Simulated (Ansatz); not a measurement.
A run of Ansatz (development build ahead of 0.2.0) on singlet BF at this shape:

```tsv
atom	x (Å)	y (Å)	z (Å)
B	0.0367	-0.1460	-0.9031
F	0.0514	0.1358	0.5440
```

Its results:

| Property | Result |
| --- | --- |
| Converged | yes |
| Reference energy | -124.08258 hartree |
| Correlation energy | -0.25524 hartree |
| Total energy | -124.33783 hartree |
| Spin squared of the determinant | 0.000 |

Q: Which input gives this output? Name the method, the orbitals and the basis set, and write the input.

A: RHF-MP2 in cc-pVDZ. An unrestricted run that stays on the closed shell gives the same numbers.

```yaml
crystal:
  periodic: [false, false, false]
  atoms:
    - { symbol: B, position_ang: [0.03671, -0.14599, -0.90311] }
    - { symbol: F, position_ang: [0.05137, 0.13585, 0.54403] }
basis:
  gaussian: { orbitals: cc-pVDZ }
hamiltonian:
  xc: hf
correlation:
  method: mp2
  frozen_orbitals: { B: 1, F: 1 }
```

Caution: bonds are stretched, where a single reference can fail; stretched shape with no unrestricted run beside it, a lower state can exist.
